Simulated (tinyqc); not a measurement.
Inside a calculation (part 1 of 2). Method: ROHF in the sto-3g basis, for H2O+, spin multiplicity 2. Computed by tinyqc, a small Python program that keeps every step (integrals from PySCF). Settings: charge = 1, multiplicity = 2, basis = sto-3g, energy threshold = 1e-08, iteration cap = 52, orthogonalisation = symmetric, start = highest core orbitals, DIIS depth = 0, method = ROHF. Command: `OMP_NUM_THREADS=1 python tinyqc.py 26731 26732 out.jsonl` (the two numbers bound the seeds that draw the settings). One thread of a shared host (Intel(R) Xeon(R) Processor @ 2.60GHz), about 0.07 s of CPU time with the checks. Later iterations appear only in the table of the cycle.

## One-electron integrals

Geometry (angstrom):
```
atom         x          y         z
O     0.000000   0.000000  0.000000
H     0.000000   0.899000  0.835000
H     0.000000  -0.930000  0.864000
```

Basis sto-3g: exponents (1/bohr^2) and contraction coefficients of normalised primitives:
```
element  l (shell)    exponent  coefficient
O            s (1)  130.709320     0.154329
O            s (1)   23.808861     0.535328
O            s (1)    6.443608     0.444635
O            s (2)    5.033151    -0.099967
O            s (2)    1.169596     0.399513
O            s (2)    0.380389     0.700115
O            p (3)    5.033151     0.155916
O            p (3)    1.169596     0.607684
O            p (3)    0.380389     0.391957
H            s (1)    3.425251     0.154329
H            s (1)    0.623914     0.535328
H            s (1)    0.168855     0.444635
```

Overlap, kinetic and nuclear-attraction integrals over the contracted functions; the nuclear repulsion is the sum of Za Zb / Rab.

nuclear repulsion = 7.07458082 hartree

overlap S:
```
           1O 1s     1O 2s    1O 2px     1O 2py    1O 2pz     2H 1s      3H 1s
1O 1s   1.000000  0.236704  0.000000   0.000000  0.000000  0.028470   0.025803
1O 2s   0.236704  1.000000  0.000000   0.000000  0.000000  0.316702   0.295574
1O 2px  0.000000  0.000000  1.000000   0.000000  0.000000  0.000000   0.000000
1O 2py  0.000000  0.000000  0.000000   1.000000  0.000000  0.214009  -0.202343
1O 2pz  0.000000  0.000000  0.000000   0.000000  1.000000  0.198773   0.187984
2H 1s   0.028470  0.316702  0.000000   0.214009  0.198773  1.000000   0.156774
3H 1s   0.025803  0.295574  0.000000  -0.202343  0.187984  0.156774   1.000000
```

kinetic energy T (hartree):
```
            1O 1s      1O 2s    1O 2px     1O 2py    1O 2pz      2H 1s      3H 1s
1O 1s   29.003200  -0.168011  0.000000   0.000000  0.000000  -0.008625  -0.008143
1O 2s   -0.168011   0.808128  0.000000   0.000000  0.000000   0.034497   0.025222
1O 2px   0.000000   0.000000  2.528731   0.000000  0.000000   0.000000   0.000000
1O 2py   0.000000   0.000000  0.000000   2.528731  0.000000   0.088565  -0.075463
1O 2pz   0.000000   0.000000  0.000000   0.000000  2.528731   0.082260   0.070108
2H 1s   -0.008625   0.034497  0.000000   0.088565  0.082260   0.760032  -0.006975
3H 1s   -0.008143   0.025222  0.000000  -0.075463  0.070108  -0.006975   0.760032
```

nuclear attraction V (hartree):
```
             1O 1s      1O 2s     1O 2px     1O 2py     1O 2pz      2H 1s      3H 1s
1O 1s   -61.466616  -7.383843   0.000000  -0.000456  -0.012437  -0.907860  -0.822547
1O 2s    -7.383843  -9.898541   0.000000  -0.005381  -0.154902  -2.336898  -2.156889
1O 2px    0.000000   0.000000  -9.782365   0.000000   0.000000   0.000000   0.000000
1O 2py   -0.000456  -0.005381   0.000000  -9.851980  -0.002956  -1.375815   1.279819
1O 2pz   -0.012437  -0.154902   0.000000  -0.002956  -9.842435  -1.316285  -1.226506
2H 1s    -0.907860  -2.336898   0.000000  -1.375815  -1.316285  -4.922784  -0.828314
3H 1s    -0.822547  -2.156889   0.000000   1.279819  -1.226506  -0.828314  -4.815397
```

core Hamiltonian H = T + V (hartree):
```
             1O 1s      1O 2s     1O 2px     1O 2py     1O 2pz      2H 1s      3H 1s
1O 1s   -32.463416  -7.551854   0.000000  -0.000456  -0.012437  -0.916485  -0.830690
1O 2s    -7.551854  -9.090413   0.000000  -0.005381  -0.154902  -2.302401  -2.131667
1O 2px    0.000000   0.000000  -7.253634   0.000000   0.000000   0.000000   0.000000
1O 2py   -0.000456  -0.005381   0.000000  -7.323249  -0.002956  -1.287250   1.204356
1O 2pz   -0.012437  -0.154902   0.000000  -0.002956  -7.313703  -1.234025  -1.156398
2H 1s    -0.916485  -2.302401   0.000000  -1.287250  -1.234025  -4.162752  -0.835289
3H 1s    -0.830690  -2.131667   0.000000   1.204356  -1.156398  -0.835289  -4.055365
```

## Two-electron integrals

Functions are numbered as in S; the eight-fold symmetry (ij|kl) = (ji|kl) = (kl|ij) leaves the list below.

Two-electron integrals (ij|kl) in chemists' order, unique and non-zero (hartree):
```
(11|11) 4.785065    (21|11) 0.741380    (21|21) 0.136873    (22|11) 1.118947
(22|21) 0.256633    (22|22) 0.817206    (31|31) 0.024477    (32|31) 0.037809
(32|32) 0.180518    (33|11) 1.115814    (33|21) 0.256684    (33|22) 0.817023
(33|33) 0.880159    (41|41) 0.024477    (42|41) 0.037809    (42|42) 0.180518
(43|43) 0.047444    (44|11) 1.115814    (44|21) 0.256684    (44|22) 0.817023
(44|33) 0.785270    (44|44) 0.880159    (51|51) 0.024477    (52|51) 0.037809
(52|52) 0.180518    (53|53) 0.047444    (54|54) 0.047444    (55|11) 1.115814
(55|21) 0.256684    (55|22) 0.817023    (55|33) 0.785270    (55|44) 0.785270
(55|55) 0.880159    (61|11) 0.090124    (61|21) 0.016518    (61|22) 0.030839
(61|33) 0.030780    (61|41) 0.000541    (61|42) 0.001025    (61|44) 0.030878
(61|51) 0.000503    (61|52) 0.000952    (61|54) 0.000091    (61|55) 0.030865
(61|61) 0.002018    (62|11) 0.247650    (62|21) 0.057637    (62|22) 0.206806
(62|33) 0.203108    (62|41) 0.003157    (62|42) 0.025461    (62|44) 0.208953
(62|51) 0.002932    (62|52) 0.023648    (62|54) 0.005428    (62|55) 0.208150
(62|61) 0.007105    (62|62) 0.068158    (63|31) 0.005673    (63|32) 0.034307
(63|43) 0.005108    (63|53) 0.004745    (63|63) 0.009099    (64|11) 0.139633
(64|21) 0.032886    (64|22) 0.126020    (64|33) 0.120491    (64|41) 0.007233
(64|42) 0.048760    (64|44) 0.134049    (64|51) 0.001449    (64|52) 0.013424
(64|54) 0.007849    (64|55) 0.123374    (64|61) 0.004208    (64|62) 0.050538
(64|64) 0.046166    (65|11) 0.129692    (65|21) 0.030545    (65|22) 0.117049
(65|33) 0.111913    (65|41) 0.001449    (65|42) 0.013424    (65|44) 0.115017
(65|51) 0.007019    (65|52) 0.046776    (65|54) 0.007991    (65|55) 0.124080
(65|61) 0.003909    (65|62) 0.046940    (65|64) 0.034428    (65|65) 0.041076
(66|11) 0.425689    (66|21) 0.100636    (66|22) 0.416257    (66|33) 0.400816
(66|41) 0.006350    (66|42) 0.072576    (66|44) 0.425426    (66|51) 0.005898
(66|52) 0.067410    (66|54) 0.022858    (66|55) 0.422047    (66|61) 0.012472
(66|62) 0.182967    (66|64) 0.154995    (66|65) 0.143961    (66|66) 0.774606
(71|11) 0.081661    (71|21) 0.014968    (71|22) 0.027949    (71|33) 0.027897
(71|41) -0.000485   (71|42) -0.000920   (71|44) 0.027984    (71|51) 0.000450
(71|52) 0.000854    (71|54) -0.000080   (71|55) 0.027972    (71|61) 0.001805
(71|62) 0.006266    (71|64) 0.003433    (71|65) 0.003449    (71|66) 0.010940
(71|71) 0.001656    (72|11) 0.228525    (72|21) 0.053202    (72|22) 0.191412
(72|33) 0.187980    (72|41) -0.002904   (72|42) -0.023634   (72|44) 0.193403
(72|51) 0.002698    (72|52) 0.021956    (72|54) -0.005037   (72|55) 0.192660
(72|61) 0.006382    (72|62) 0.050745    (72|64) 0.026174    (72|65) 0.034054
(72|66) 0.110536    (72|71) 0.005942    (72|72) 0.058899    (73|31) 0.005188
(73|32) 0.031556    (73|43) -0.004715   (73|53) 0.004380    (73|63) 0.006511
(73|73) 0.007786    (74|11) -0.130079   (74|21) -0.030642   (74|22) -0.117766
(74|33) -0.112637   (74|41) 0.006631    (74|42) 0.045051    (74|44) -0.125191
(74|51) -0.001340   (74|52) -0.012537   (74|54) 0.007283    (74|55) -0.115334
(74|61) -0.003531   (74|62) -0.026526   (74|64) -0.007554   (74|65) -0.017475
(74|66) -0.053455   (74|71) -0.003549   (74|72) -0.044119   (74|74) 0.040486
(75|11) 0.120848    (75|21) 0.028468    (75|22) 0.109409    (75|33) 0.104643
(75|41) -0.001340   (75|42) -0.012537   (75|44) 0.107547    (75|51) 0.006433
(75|52) 0.043203    (75|54) -0.007412   (75|55) 0.115909    (75|61) 0.003546
(75|62) 0.034298    (75|64) 0.017392    (75|65) 0.029198    (75|66) 0.081443
(75|71) 0.003297    (75|72) 0.040988    (75|74) -0.030379   (75|75) 0.036009
(76|11) 0.080658    (76|21) 0.018986    (76|22) 0.075359    (76|33) 0.073399
(76|41) -0.000009   (76|42) -0.000119   (76|44) 0.074614    (76|51) 0.001408
(76|52) 0.014211    (76|54) -0.000030   (76|55) 0.077981    (76|61) 0.002322
(76|62) 0.025743    (76|64) 0.016618    (76|65) 0.019978    (76|66) 0.076809
(76|71) 0.002105    (76|72) 0.024111    (76|74) -0.015836   (76|75) 0.018888
(76|76) 0.013051    (77|11) 0.412302    (77|21) 0.097490    (77|22) 0.404426
(77|33) 0.389795    (77|41) -0.006000   (77|42) -0.069382   (77|44) 0.413115
(77|51) 0.005574    (77|52) 0.064458    (77|54) -0.021665   (77|55) 0.409922
(77|61) 0.011694    (77|62) 0.116016    (77|64) 0.055570    (77|65) 0.084686
(77|66) 0.287465    (77|71) 0.010939    (77|72) 0.167601    (77|74) -0.143554
(77|75) 0.133367    (77|76) 0.076809    (77|77) 0.774606
```

## Orthogonalisation

S = U s U^T; symmetric (Loewdin) form X = U s^(-1/2) U^T, so that X^T S X = 1.

eigenvalues of S: 0.520446  0.618514  0.880745  1.000000  1.115067  1.225970  1.639257

X:
```
            1O 1s      1O 2s    1O 2px     1O 2py     1O 2pz      2H 1s      3H 1s
1O 1s    1.023081  -0.131675  0.000000  -0.000396  -0.005512   0.016063   0.014938
1O 2s   -0.131675   1.101070  0.000000   0.004109   0.048759  -0.172651  -0.156664
1O 2px   0.000000   0.000000  1.000000   0.000000   0.000000   0.000000   0.000000
1O 2py  -0.000396   0.004109  0.000000   1.040538   0.002292  -0.130567   0.122458
1O 2pz  -0.005512   0.048759  0.000000   0.002292   1.030038  -0.106065  -0.097684
2H 1s    0.016063  -0.172651  0.000000  -0.130567  -0.106065   1.085386  -0.056072
3H 1s    0.014938  -0.156664  0.000000   0.122458  -0.097684  -0.056072   1.074315
```

## Starting guess

The start is the highest orbitals of the core Hamiltonian (a deliberately bad start); D(s) = C_occ C_occ^T for each spin.

D(alpha) at the start:
```
            1O 1s      1O 2s    1O 2px     1O 2py     1O 2pz      2H 1s      3H 1s
1O 1s    0.008022  -0.040677  0.000000   0.003443   0.069497   0.026206   0.024521
1O 2s   -0.040677   0.230959  0.000000  -0.010117  -0.262521  -0.248769  -0.223080
1O 2px   0.000000   0.000000  1.000000   0.000000   0.000000   0.000000   0.000000
1O 2py   0.003443  -0.010117  0.000000   1.114309  -0.001687  -0.282684   0.267858
1O 2pz   0.069497  -0.262521  0.000000  -0.001687   0.931995  -0.179188  -0.163667
2H 1s    0.026206  -0.248769  0.000000  -0.282684  -0.179188   1.224106  -0.113272
3H 1s    0.024521  -0.223080  0.000000   0.267858  -0.163667  -0.113272   1.194231
```

D(beta) at the start:
```
            1O 1s      1O 2s    1O 2px     1O 2py     1O 2pz      2H 1s      3H 1s
1O 1s    0.007995  -0.040566  0.000000  -0.001952   0.069440   0.026746   0.023997
1O 2s   -0.040566   0.230512  0.000000   0.011751  -0.262290  -0.250955  -0.220955
1O 2px   0.000000   0.000000  1.000000   0.000000   0.000000   0.000000   0.000000
1O 2py  -0.001952   0.011751  0.000000   0.044646  -0.013004  -0.175748   0.163950
1O 2pz   0.069440  -0.262290  0.000000  -0.013004   0.931875  -0.178057  -0.164766
2H 1s    0.026746  -0.250955  0.000000  -0.175748  -0.178057   1.213415  -0.102884
3H 1s    0.023997  -0.220955  0.000000   0.163950  -0.164766  -0.102884   1.184137
```

## Iteration 1: building the Fock matrix

J_ij = sum D_kl (ij|kl) with D = D(alpha) + D(beta), K_ij = sum D_kl (ik|jl) for each spin; F = H + J - K(s); E = tr D H + tr D J / 2 - 0.5 sum_s tr D(s) K(s) + E_nn.

Coulomb J (hartree):
```
            1O 1s     1O 2s    1O 2px     1O 2py     1O 2pz     2H 1s      3H 1s
1O 1s    7.215041  1.667515  0.000000  -0.000218  -0.022815  0.199807   0.181104
1O 2s    1.667515  5.657584  0.000000   0.001048   0.004621  1.575959   1.462815
1O 2px   0.000000  0.000000  5.639176   0.000000   0.000000  0.000000   0.000000
1O 2py  -0.000218  0.001048  0.000000   5.636259   0.000112  1.012537  -0.949616
1O 2pz  -0.022815  0.004621  0.000000   0.000112   5.693653  0.964282   0.905249
2H 1s    0.199807  1.575959  0.000000   1.012537   0.964282  4.109679   0.659052
3H 1s    0.181104  1.462815  0.000000  -0.949616   0.905249  0.659052   4.058354
```

exchange K(alpha) (hartree):
```
            1O 1s      1O 2s    1O 2px     1O 2py     1O 2pz     2H 1s      3H 1s
1O 1s    0.081229   0.112971  0.000000  -0.000597  -0.011360  0.016390   0.015127
1O 2s    0.112971   0.635768  0.000000  -0.015362  -0.299726  0.176248   0.167408
1O 2px   0.000000   0.000000  0.995875   0.000000   0.000000  0.000000   0.000000
1O 2py  -0.000597  -0.015362  0.000000   1.026110  -0.004030  0.187867  -0.183354
1O 2pz  -0.011360  -0.299726  0.000000  -0.004030   0.913337  0.106074   0.101932
2H 1s    0.016390   0.176248  0.000000   0.187867   0.106074  0.796567   0.092236
3H 1s    0.015127   0.167408  0.000000  -0.183354   0.101932  0.092236   0.798633
```

exchange K(beta) (hartree):
```
            1O 1s      1O 2s    1O 2px     1O 2py     1O 2pz     2H 1s      3H 1s
1O 1s    0.055234   0.073362  0.000000   0.000166  -0.011042  0.009420   0.008646
1O 2s    0.073362   0.452348  0.000000   0.006992  -0.295873  0.135863   0.125567
1O 2px   0.000000   0.000000  0.947065   0.000000   0.000000  0.000000   0.000000
1O 2py   0.000166   0.006992  0.000000   0.138166  -0.012135  0.089859  -0.084199
1O 2pz  -0.011042  -0.295873  0.000000  -0.012135   0.865468  0.100536   0.097983
2H 1s    0.009420   0.135863  0.000000   0.089859   0.100536  0.771040   0.093759
3H 1s    0.008646   0.125567  0.000000  -0.084199   0.097983  0.093759   0.774544
```

F(alpha) (hartree):
```
             1O 1s      1O 2s     1O 2px     1O 2py     1O 2pz      2H 1s      3H 1s
1O 1s   -25.329604  -5.997309   0.000000  -0.000077  -0.023892  -0.733068  -0.664713
1O 2s    -5.997309  -4.068597   0.000000   0.011030   0.149445  -0.902689  -0.836260
1O 2px    0.000000   0.000000  -2.610333   0.000000   0.000000   0.000000   0.000000
1O 2py   -0.000077   0.011030   0.000000  -2.713100   0.001186  -0.462580   0.438094
1O 2pz   -0.023892   0.149445   0.000000   0.001186  -2.533387  -0.375817  -0.353081
2H 1s    -0.733068  -0.902689   0.000000  -0.462580  -0.375817  -0.849640  -0.268473
3H 1s    -0.664713  -0.836260   0.000000   0.438094  -0.353081  -0.268473  -0.795645
```

F(beta) (hartree):
```
             1O 1s      1O 2s     1O 2px     1O 2py     1O 2pz      2H 1s      3H 1s
1O 1s   -25.303609  -5.957700   0.000000  -0.000840  -0.024210  -0.726098  -0.658231
1O 2s    -5.957700  -3.885178   0.000000  -0.011325   0.145592  -0.862305  -0.794419
1O 2px    0.000000   0.000000  -2.561522   0.000000   0.000000   0.000000   0.000000
1O 2py   -0.000840  -0.011325   0.000000  -1.825155   0.009291  -0.364572   0.338939
1O 2pz   -0.024210   0.145592   0.000000   0.009291  -2.485518  -0.370278  -0.349132
2H 1s    -0.726098  -0.862305   0.000000  -0.364572  -0.370278  -0.824112  -0.269996
3H 1s    -0.658231  -0.794419   0.000000   0.338939  -0.349132  -0.269996  -0.771555
```

total energy of this density = -26.41715981 hartree

## Iteration 1: Roothaan effective Fock matrix

With projectors Pc = D(beta) S, Po = (D(alpha) - D(beta)) S, Pv = 1 - D(alpha) S, the block xy is Px^T F Py; with Fc = (F(alpha) + F(beta))/2, the blocks are Fc for cc, oo, vv and cv, F(beta) for co and F(alpha) for ov.

effective F (hartree):
```
             1O 1s      1O 2s     1O 2px     1O 2py     1O 2pz      2H 1s      3H 1s
1O 1s   -25.316607  -5.977522   0.000000   0.000251  -0.024044  -0.729489  -0.661566
1O 2s    -5.977522  -3.976976   0.000000   0.001805   0.147492  -0.882051  -0.815808
1O 2px    0.000000   0.000000  -2.585928   0.000000   0.000000   0.000000   0.000000
1O 2py    0.000251   0.001805   0.000000  -2.272643   0.007136  -0.422317   0.398235
1O 2pz   -0.024044   0.147492   0.000000   0.007136  -2.509417  -0.372878  -0.351266
2H 1s    -0.729489  -0.882051   0.000000  -0.422317  -0.372878  -0.839096  -0.266890
3H 1s    -0.661566  -0.815808   0.000000   0.398235  -0.351266  -0.266890  -0.786070
```

## Iteration 1: diagonalisation and new density

Diagonalise F' = X^T F X, C = X C', fill 5 alpha and 4 beta electrons from the bottom; D(s) = C_occ C_occ^T. Each column has its largest component positive (the first on a tie).

F' = X^T F X (hartree):
```
            1          2          3          4          5          6          7
1  -24.994428  -2.676367   0.000000  -0.000372  -0.052621  -0.097054  -0.081978
2   -2.676367  -3.007683   0.000000   0.003608   0.162414  -0.227680  -0.209415
3    0.000000   0.000000  -2.585928   0.000000   0.000000   0.000000   0.000000
4   -0.000372   0.003608   0.000000  -2.261826   0.007990  -0.123902   0.117389
5   -0.052621   0.162414   0.000000   0.007990  -2.509292  -0.083399  -0.077001
6   -0.097054  -0.227680   0.000000  -0.123902  -0.083399  -0.613887  -0.060299
7   -0.081978  -0.209415   0.000000   0.117389  -0.077001  -0.060299  -0.587364
```

orbital energies (hartree): MO1 -25.316650, MO2 -2.805932, MO3 -2.585928, MO4 -2.441200, MO5 -2.278293, MO6 -0.610190, MO7 -0.522215

coefficients C:
```
              MO1        MO2       MO3        MO4        MO5        MO6        MO7
1O 1s    1.000206  -0.218159  0.000000  -0.117468  -0.004448   0.051971   0.004293
1O 2s   -0.000965   0.933194  0.000000   0.509939   0.020081  -0.392853  -0.028527
1O 2px   0.000000   0.000000  1.000000   0.000000   0.000000   0.000000   0.000000
1O 2py  -0.000025   0.004455  0.000000  -0.042306   1.017150  -0.043782   0.276522
1O 2pz   0.000904  -0.445917  0.000000   0.913120   0.041638  -0.222570  -0.016802
2H 1s    0.000414  -0.031214  0.000000  -0.070036  -0.050999   0.843165  -0.721223
3H 1s    0.000372  -0.027949  0.000000  -0.070373   0.043837   0.638635   0.889433
```

D(alpha) after iteration 1:
```
            1O 1s      1O 2s    1O 2px     1O 2py     1O 2pz      2H 1s      3H 1s
1O 1s    1.061824  -0.264541  0.000000  -0.000552  -0.009262   0.015678   0.014540
1O 2s   -0.264541   1.131293  0.000000   0.003009   0.050344  -0.065867  -0.061088
1O 2px   0.000000   0.000000  1.000000   0.000000   0.000000   0.000000   0.000000
1O 2py  -0.000552   0.003009  0.000000   1.036405   0.001735  -0.049050   0.047442
1O 2pz  -0.009262   0.050344  0.000000   0.001735   1.034364  -0.052155  -0.049970
2H 1s    0.015678  -0.065867  0.000000  -0.049050  -0.052155   0.008480   0.003565
3H 1s    0.014540  -0.061088  0.000000   0.047442  -0.049970   0.003565   0.007655
```

D(beta) after iteration 1:
```
            1O 1s      1O 2s    1O 2px     1O 2py     1O 2pz      2H 1s      3H 1s
1O 1s    1.061805  -0.264452  0.000000   0.003973  -0.009077   0.015451   0.014735
1O 2s   -0.264452   1.130890  0.000000  -0.017416   0.049508  -0.064843  -0.061968
1O 2px   0.000000   0.000000  1.000000   0.000000   0.000000   0.000000   0.000000
1O 2py   0.003973  -0.017416  0.000000   0.001810  -0.040617   0.002824   0.002853
1O 2pz  -0.009077   0.049508  0.000000  -0.040617   1.032630  -0.050032  -0.051796
2H 1s    0.015451  -0.064843  0.000000   0.002824  -0.050032   0.005879   0.005801
3H 1s    0.014735  -0.061968  0.000000   0.002853  -0.051796   0.005801   0.005734
```
